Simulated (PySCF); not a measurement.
## Structure elucidation problem

An unknown has the formula C3H7NO. Its calculated NMR data are:

1H NMR (600 MHz, computed): δ 4.31 (br, 1H), 2.66 (d, J = 5.2 Hz, 3H), 1.70 (s, 3H).

13C{1H} NMR (computed): δ 169.1, 28.0, 22.9.

- GIAO PBE0/pcSseg-1 shieldings
- J couplings at B3LYP/pcJ-1 (spin–dipole term only in couplings to heteroatoms)
- PBE0-D3(BJ)/def2-SVP geometry
- code: PySCF
- single conformer, relativity neglected, in vacuum, rapidly exchanging positions averaged

Referencing at the same level of theory: TMS for 1H (σref 31.27) and 13C (σref 184.41).

Problem. Which of these isomers gave the spectra?
A. CCC(N)=O
B. C/N=C/CO
C. CNC(C)=O

Solution. C. 

The formula gives 1 degree of unsaturation (no ring in the answer). 3 carbon signals for 3 carbons: no two carbons are equivalent. Carbon types of the structure: 1 × C, 2 × CH3, leaving 1 H on heteroatoms. δC 169.1: amide carbonyl carbon; lone-pair donation from the attached heteroatom keeps it upfield of a ketone carbonyl. δC 28.0: methyl carbon bonded to N; deshielded by the electronegative neighbour. δH 4.31: hydrogen on an amide-type nitrogen; exchangeable; this is the value without hydrogen bonding to other molecules. δH 2.66: hydrogen on a methyl carbon bonded to N; its carbon carries N, an electronegative neighbour. δH 1.70: hydrogen on a methyl carbon α to a carbonyl; α to C=O.

The others: C/N=C/CO would give 3 signals for carbon-bound and other non-exchanging H, not 2; CCC(N)=O has carbons computed at 172.2, 28.3, 9.6, with a different DEPT pattern.

The OH or NH signal is concentration- and solvent-dependent in practice; the value given is the gas-phase one. Amide-type NH protons are broadened by 14N but still split neighbouring CH signals. Splittings below 1 Hz are ignored in the labels, and close J values are merged. Shifts are as computed. Against solution values, carbons near 30 ppm lie about +2 ppm off and those near 130 ppm about +5 ppm. Of 1211 compounds with measured shifts, 218 miss one by over three times the rms of a fit or turn the order of signals round; such compounds aren't used in these exercises. Hydrogen bonding in solution deshields acid and N–H amide carbonyl carbons by as much as 10 ppm beyond these values.
